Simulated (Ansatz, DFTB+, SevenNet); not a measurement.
**Cubic BN: properties by level of theory**

Reference values: lattice constant a 3.593 Å (measured, corrected for zero-point motion; as tabulated in Goldzak et al. (2022), arXiv:2208.04865); zone-centre TO phonon frequency 1055 ± 0.6 cm⁻¹ (measured, 300 K, no zero-point or thermal correction; as tabulated in Ioffe Institute, NSM Archive: BN, mechanic properties page); elastic constant C11 820 GPa (measured, temperature not stated, not corrected to a static lattice; as tabulated in Råsander and Moram (2015), arXiv:1505.02379); elastic constant C44 480 GPa (measured, temperature not stated, no zero-point or thermal correction; as tabulated in Råsander and Moram (2015), arXiv:1505.02379).

```tsv
level (code)	lattice constant a (Å)	zone-centre TO phonon frequency (cm⁻¹)	elastic constant C11 (GPa)	elastic constant C44 (GPa)
DFTB cp2k-nonscc (DFTB+)	3.702	872	640	315
SevenNet-0	3.619	811	586	312
LDA (Ansatz)	3.581	1068	824	475
```

Differences from the reference values (errors of the level alone only where the reference is corrected to a static lattice):

```tsv
level	lattice constant a (%)	zone-centre TO phonon frequency (%)	elastic constant C11 (%)	elastic constant C44 (%)
DFTB cp2k-nonscc	+3.03	-17.3	-22	-34
SevenNet-0	+0.72	-23	-29	-35
LDA	-0.33	+1.2	+0.5	-1.0
```

Nearest: lattice constant a, LDA; zone-centre TO phonon frequency, not ranked (one source); elastic constant C11, not ranked (reference at room or unstated temperature); elastic constant C44, not ranked (reference at room or unstated temperature).

Machine-learned potentials (SevenNet-0) are trained on DFT data: a solid inside that data is no test of them.

Caveats: this tight-binding set is not self-consistent in the charges (DFTB cp2k-nonscc). Ansatz's density-functional and Hartree–Fock values are scalar-relativistic unless marked +SOC, with PAW data made under PBE.

Differences are worked out from the printed values.

The computed numbers hold no vibrational or temperature effects.

Ansatz is a quantum-chemistry and plane-wave program.
